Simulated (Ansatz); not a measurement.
We consider chalcopyrite CdGeAs2, described by PBEsol+SOC in Ansatz (PAW).

Numerical settings: plane-wave cutoff 520 eV, 8×8×8 k mesh, Fermi–Dirac smearing 0.01 eV, PAW data made under PBE.

Cell (measured lattice):

Space group I-42d (No. 122); a = b = 5.943 Å, c = 11.220 Å, α = β = γ = 90.00°

```tsv
atom	site	symmetry	x	y	z
Cd	4a	-4..	0.0000	0.0000	0.0000
Ge	4b	-4..	0.0000	0.0000	0.5000
As	8d	.2.	0.2754	0.2500	0.1250
```
(The calculation used a cell of 8 atoms; values per cell refer to that cell.)

**Question.** Predict the band gap, smallest direct gap on the k points sampled and Γ–Γ gap.

**Answer.** 
band gap: 0.03 eV (under three smearing widths, so not firm)
smallest direct gap on the k points sampled: 0.09 eV
Γ–Γ gap: 0.19 eV

Measured, for comparison: band gap 0.57 eV (temperature not stated, no zero-point or thermal correction, direct; as tabulated in Rashkeev et al. (1999), arXiv:cond-mat/9809378). Computed (rounded) less measured: band gap -0.54 eV.

Note: cell and atoms aren't relaxed at this level (pressure 0.4 GPa).

Computed values are for the static lattice.

Cost on a shared machine: roughly 24 core-minutes.

Ansatz is a first-principles code.
